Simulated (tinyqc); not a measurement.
Hueckel theory of the pi electrons, for the molecule c1ccsc1 (SMILES; centres numbered as the heavy atoms are written), step by step. One step of it, computed by the program tinyqc.

Question. Energy, charges, bond orders. E = sum n x; q_r = z_r - P_rr; bond order p = P_rs; free valence = sqrt(3) - sum of p over the bonds of the atom.

x values: 1.972554  1.026379  0.618034  -0.948934  -1.618034

occupations: 2.000000  2.000000  2.000000  0.000000  0.000000

charge and bond-order matrix P:
```
,1C,2C,3C,4S,5C
1C,1.098663,0.545877,-0.100829,-0.228736,0.793598
2C,0.545877,1.098663,0.793598,-0.228736,-0.100829
3C,-0.100829,0.793598,1.048526,0.445791,-0.398687
4S,-0.228736,-0.228736,0.445791,1.705621,0.445791
5C,0.793598,-0.100829,-0.398687,0.445791,1.048526
```

Centres:
```
centre,"z_r, pi electrons of the neutral centre",h
1C,1,0.000000
2C,1,0.000000
3C,1,0.000000
4S,2,1.050000
5C,1,0.000000
```

Bonds:
```
i,j,k
1,2,1
2,3,1
3,4,0.660000
4,5,0.660000
5,1,1
```

Give: pi energy = 6 alpha + this times beta; pi charges; Bond orders and lengths from R = 1.517 - 0.180 p; free valence of the carbons; gap between the highest filled and the next level.

Answer.

pi energy = 6 alpha + this times beta = 7.2339

pi charges: 1C -0.0987, 2C -0.0987, 3C -0.0485, 4S 0.2944, 5C -0.0485

Bond orders and lengths from R = 1.517 - 0.180 p (angstrom, C-C alone):
```
bond,p,R
1-2,0.5459,1.4187
2-3,0.7936,1.3742
3-4,0.4458,-
4-5,0.4458,-
5-1,0.7936,1.3742
```

free valence of the carbons: 1C 0.3926, 2C 0.3926, 3C 0.4927, 5C 0.4927

gap between the highest filled and the next level = 1.5670 |beta|
